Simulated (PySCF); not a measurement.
# H3NSi (silanimine): the cost of one run

Computed with PySCF 2.14.0, with density-fitted response routines of our own, on a single molecule, in the gas phase or a continuum. Atoms count from 0, in the outputs and in this text.

### 1 The starting structure

5 atoms, charge 0, multiplicity 1; geometry from: GFN2-xTB.

Bonds of the start (Å): N0–Si1 1.61, N0–H2 1.01, Si1–H3 1.45, Si1–H4 1.47.

### 2 Optimising the geometry at PBE0-D3(BJ)/def2-SVP

What the job is given:

```
{"job": {"xc": "PBE0", "basis": "def2-SVP", "d3": "d3bj", "grid": 1, "kind": "geom"}, "charge": 0, "multiplicity": 1}
N      1.085534    -0.466493    -0.030270
Si    -0.441115     0.039154    -0.028831
H      1.894746     0.102720     0.167420
H     -1.416252    -0.988823    -0.346505
H     -1.114291     1.316295     0.221001
```

The run is started by

```bash
OMP_NUM_THREADS=1 python probes_run.py task.json out
```

One launch serves the whole session: the jobs run in the order shown.

**Question.** How long does this first job take on 1 thread of Arm Neoverse V2, shared host, and how much memory does it need?

About 3.9 s, with a peak of 0.26 GiB.
